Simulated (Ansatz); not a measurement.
`C1C[SiH2]1`, charge 0, multiplicity 1.

**Question.** Give a relaxed structure at PBE0-D4/def2-TZVP (Ansatz 0.2.0). (An estimate is asked.)

**Answer.** Computed: 
```xyz
9

C     0.363   -0.824    0.341
C     0.232    0.684    0.636
Si   -0.570    0.133   -0.935
H    -0.178   -1.492    1.002
H     1.360   -1.183    0.107
H    -0.392    0.957    1.481
H     1.147    1.265    0.588
H     0.079    0.442   -2.226
H    -2.042    0.018   -0.994
```
Point group C2v.
This is one stationary point; other conformers may exist.
